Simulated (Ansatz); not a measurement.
Relaxation of FH3OSi (6 atoms, charge 0, multiplicity 1), to a largest force component of 0.02 eV/Å in at most 40 steps.

The calculation used RKS BLYP-D4/def2-SVP in Ansatz.

```xyz
6
Properties=species:S:1:pos:R:3
Si 0.000 0.000 0.000
O 0.000 0.000 1.680
H -0.909 -0.281 2.017
F 1.499 0.000 -0.529
H -0.688 1.191 -0.486
H -0.688 -1.191 -0.486
```

Question: Where does it end, and by what steps?

Answer: It converged. After 11 steps the energy has fallen by 0.234 eV; H3 moved furthest, 0.66 Å.

| step | energy less start (eV) | largest force component (eV/Å) | accepted |
| --- | --- | --- | --- |
| 0 | 0.0000 | 1.385 | yes |
| 1 | -0.0930 | 0.828 | yes |
| 2 | -0.1230 | 0.261 | yes |
| 3 | -0.1511 | 0.233 | yes |
| 4 | -0.1577 | 0.352 | yes |
| 5 | -0.2017 | 0.345 | yes |
| 6 | -0.1880 | 1.425 | no |
| 7 | -0.2175 | 0.108 | yes |
| 8 | -0.2302 | 0.212 | yes |
| 9 | -0.2267 | 0.305 | no |
| 10 | -0.2328 | 0.149 | yes |
| 11 | -0.2335 | 0.016 | yes |

```xyz
6
Properties=species:S:1:pos:R:3
Si -0.129 0.045 -0.026
O -0.451 0.234 1.600
H -0.330 -0.549 2.169
F 1.480 -0.135 -0.283
H -0.577 1.306 -0.677
H -0.778 -1.182 -0.588
```

Whether the end is a true minimum wasn't checked by a vibrational analysis.

Time of the run: 19 s on 1 thread of Arm Neoverse V1, on a shared host, peak memory 0.12 GiB.
